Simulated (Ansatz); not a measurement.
Relaxation of AlH$_{5}$S (7 atoms, charge 0, multiplicity 1), to a largest force component of 0.015 eV/Å in at most 40 steps.

Method: RKS PBE/def2-SVPD (Ansatz 0.2.0).

```xyz
7
Properties=species:S:1:pos:R:3
Al -0.403 -0.693 -0.394
S 0.831 0.629 0.891
H -0.380 -2.166 0.060
H -1.894 -0.147 -0.302
H 0.042 -0.538 -1.938
H 0.385 0.616 2.199
H 2.158 0.214 0.861
```

Where does it end, and by what steps?

The forces met the threshold. After 5 steps the energy has fallen by 0.860 eV; Al1 moved furthest, 0.25 Å.

```csv
step,energy less start (eV),largest force component (eV/Å),accepted
0,0.0000,2.071,yes
1,-0.7093,1.127,yes
2,-0.8350,0.666,yes
3,-0.8589,0.067,yes
4,-0.8600,0.031,yes
5,-0.8605,0.004,yes
```

```xyz
7
Properties=species:S:1:pos:R:3
Al -0.573 -0.788 -0.544
S 0.856 0.849 0.852
H -0.224 -2.145 0.245
H -1.969 -0.053 -0.236
H 0.180 -0.488 -1.933
H 0.468 0.429 2.091
H 2.002 0.109 0.902
```

Whether the end is a true minimum wasn't checked by a vibrational analysis.

Time of the run: 16 s on 1 thread of Arm Neoverse V1 (shared host), peak memory 0.15 GiB.
